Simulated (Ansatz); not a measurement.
`CN(C)N`, charge 0, multiplicity 1.

Problem. Give a relaxed structure at PBE0-D4/def2-TZVP (the Gaussian-basis code of Ansatz). (Estimate.)

Solution. The calculation gave: 
Z-matrix (Å, degrees):
```
C
N 1 1.443
H 1 1.092 2 109.5
H 1 1.105 2 112.6 3 -120.2
H 1 1.089 2 109.1 3 119.4
C 2 1.444 1 111.9 3 59.5
N 2 1.411 1 109.0 3 -175.3
H 6 1.092 2 110.0 1 -57.9
H 6 1.107 2 112.3 1 62.6
H 6 1.092 2 109.8 1 -176.8
H 7 1.024 2 110.5 1 -82.6
H 7 1.013 2 108.1 1 160.0
```
This is one stationary point; other conformers may exist.
